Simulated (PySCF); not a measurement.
Job file and geometry (Å, from GFN2-xTB) of an NMR shielding run on SMILES NN, H4N2, GIAO PBE0/pcSseg-1 NMR shielding, non-relativistic, gas phase in PySCF 2.14.0, density-fitted response routines; density fitting, a coarse starting grid and PySCF grid level 2 are the driver's defaults:

```
$ OMP_NUM_THREADS=1 python probes_run.py task.json out

{"job": {"kind": "nmr", "xc": "PBE0", "basis": "pcSseg-1"}, "charge": 0, "multiplicity": 1}
N     -0.689146    -0.157837     0.249275
N      0.699247     0.163867     0.219341
H     -1.201924     0.701498     0.424485
H     -1.025949    -0.559513    -0.627960
H      1.219451    -0.691476     0.392368
H      1.001443     0.545450    -0.679084
```

Task: What does the program print?

Result: 
```
coarse grid: 4608 points
cycle   1  E = -111.6934550827  dE =  5.768e-02  |g| = 3.220e-01  |ddm| = 1.939e+00
cycle   2  E = -111.6933616297  dE =  9.345e-05  |g| = 3.344e-01  |ddm| = 4.979e-01
cycle   3  E = -111.7164226406  dE = -2.306e-02  |g| = 4.363e-02  |ddm| = 2.441e-01
cycle   4  E = -111.7167747226  dE = -3.521e-04  |g| = 4.726e-03  |ddm| = 2.771e-02
cycle   5  E = -111.7167793665  dE = -4.644e-06  |g| = 4.928e-04  |ddm| = 3.839e-03
final grid: 43472 points
cycle   6  E = -111.7224302252  dE = -9.491e-06  |g| = 6.781e-03  |ddm| = 1.111e-02
cycle   7  E = -111.7224255391  dE =  4.686e-06  |g| = 8.341e-03  |ddm| = 9.476e-03
cycle   8  E = -111.7224398395  dE = -1.430e-05  |g| = 1.985e-04  |ddm| = 5.242e-03
cycle   9  E = -111.7224398466  dE = -7.114e-09  |g| = 2.644e-05  |ddm| = 1.570e-04
cycle  10  E = -111.7224398468  dE = -2.301e-10  |g| = 5.787e-06  |ddm| = 4.226e-05
converged SCF energy = -111.7224398468

GIAO shielding tensors (ppm)
atom      isotropic    diamagn.    paramagn.     s11        s22        s33       span
  0 N      199.034     310.773    -111.738    155.844    181.882    259.376    103.532
  1 N      199.057     310.760    -111.703    155.889    181.902    259.380    103.491
  2 H       29.111      30.136      -1.025     22.782     27.294     37.256     14.474
  3 H       29.120      30.570      -1.450     21.826     27.961     37.573     15.747
  4 H       29.116      30.136      -1.019     22.795     27.291     37.263     14.468
  5 H       29.124      30.575      -1.451     21.822     27.967     37.583     15.760
```

Task: Turn these shieldings into chemical shifts. Referencing at the same level of theory: ¹⁵N (σref 267.73) against NH3; ¹H (σref 31.72) against TMS.

Result: Averaging equivalent atoms: N 0/1: 68.7; H 2/3/4/5: 2.60 ppm. Experimental scales use liquid or dissolved standards, which lie at an offset from isolated NH3 (liquid NH3: subtract about 20 ppm).

Size and cost of the density-fitted run: 54 basis functions, 2.7 s wall time on 1 thread of an x86-64 server CPU, shared host.
